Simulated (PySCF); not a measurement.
Calculation: TPSSh-D3(BJ)/def2-TZVP // PBE-D3(BJ)/def2-SVP in PySCF. All species are isolated molecules in the gas phase. 

Reference species (SMILES): `[SH]` (neutral, multiplicity 2).

| Quantity | Value |
|---|---|
| dipole moment | 0.88 D |

Changed species: `C[O]` (free radical OCH3; the reference has free radical SH).

### Question
What does the change do to the dipole moment?

### Answer
the dipole moment rises by 1.14 D, to 2.02 D.
